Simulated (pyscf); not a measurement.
**Addition across a multiple bond or ene-type step: H₃Si–SiH=SiH–SiH₃ + hydrogen (H₂) -> H₃Si–SiH₂–SiH₂–SiH₃**

Gas phase, singlet surface, charge 0. Bonds broken: H13–H14. Bonds formed: Si2–H14, Si3–H13. Single points on ωB97X-D3(BJ)/def2-SVP structures (PySCF, gas phase).

Transition state (Å):

```xyz
14

Si     2.2295     0.2861    -0.6221
Si     0.2724     0.8232     0.5141
Si    -1.3349    -0.8567     0.7698
Si    -3.2004     0.5715     0.5948
H      3.0961     1.4814    -0.8164
H      1.8137    -0.2777    -1.9358
H      2.9517    -0.7430     0.1768
H      0.2584     1.9595     1.4701
H     -1.2000    -1.2561    -0.6924
H     -3.2276     1.5093    -0.5846
H     -3.2466     1.4523     1.8052
H     -4.4658    -0.2213     0.5441
H     -0.9900     1.0007    -0.4670
H     -0.3393     1.7445    -0.7420
```

One imaginary mode, 1113i cm⁻¹; descent along it reached the two sides named.

| bond | change | reactant side (Å) | saddle | product side |
|---|---|---|---|---|
| H13–H14 | breaks | 0.761 | 1.026 | 3.5 |
| Si2–H14 | forms | 3.8 | 1.674 | 1.494 |
| Si3–H13 | forms | 4.1 | 2.258 | 1.491 |

Electronic energies relative to the separated reactants (eV):

```json
[
 {"level": "ωB97X-D3(BJ)/def2-TZVP", "barrier": "1.25", "reaction energy": "-2.12", "reverse barrier": "3.37"},
 {"level": "PBE/def2-TZVP", "barrier": "0.94", "reaction energy": "-1.84", "reverse barrier": "2.78"},
 {"level": "r²SCAN/def2-TZVP", "barrier": "1.04", "reaction energy": "-1.96", "reverse barrier": "3.00"},
 {"level": "B3LYP-D3(BJ)/def2-TZVP", "barrier": "1.19", "reaction energy": "-1.98", "reverse barrier": "3.16"},
 {"level": "PBE0-D3(BJ)/def2-TZVP", "barrier": "0.97", "reaction energy": "-2.07", "reverse barrier": "3.03"},
 {"level": "M06-2X/def2-TZVP", "barrier": "1.18", "reaction energy": "-2.01", "reverse barrier": "3.19"},
 {"level": "ωB97M-D3(BJ)/def2-TZVP", "barrier": "1.09", "reaction energy": "-2.10", "reverse barrier": "3.19"},
 {"level": "HF/def2-TZVP", "barrier": "1.88", "reaction energy": "-2.29", "reverse barrier": "4.17"}
]
```

With ωB97M-D3(BJ)/def2-TZVP energies and thermal terms (ideal gas, 1 atm, RRHO with modes under 100 cm⁻¹ raised to 100, one conformer, R ln 2 for rigid chiral ones), in eV:

```json
[
 {"T (K)": "298", "ΔH‡": "1.09", "ΔG‡": "1.47", "ΔH": "-2.00", "ΔG": "-1.61"},
 {"T (K)": "600", "ΔH‡": "1.05", "ΔG‡": "1.86", "ΔH": "-2.02", "ΔG": "-1.20"},
 {"T (K)": "900", "ΔH‡": "1.05", "ΔG‡": "2.27", "ΔH": "-2.01", "ΔG": "-0.80"},
 {"T (K)": "1200", "ΔH‡": "1.06", "ΔG‡": "2.67", "ΔH": "-1.99", "ΔG": "-0.39"}
]
```

At the saddle there is also a short H–Si contact that neither side keeps. H₃Si–SiH=SiH–SiH₃ lies 1.29 eV over its isomer cyclic H₈Si₄ (SMILES [SiH2]1[SiH2][SiH2][SiH2]1), and others may lie lower still (electronic energy, ωB97M-D3(BJ)). One saddle was located; it need not be the lowest between these sides.
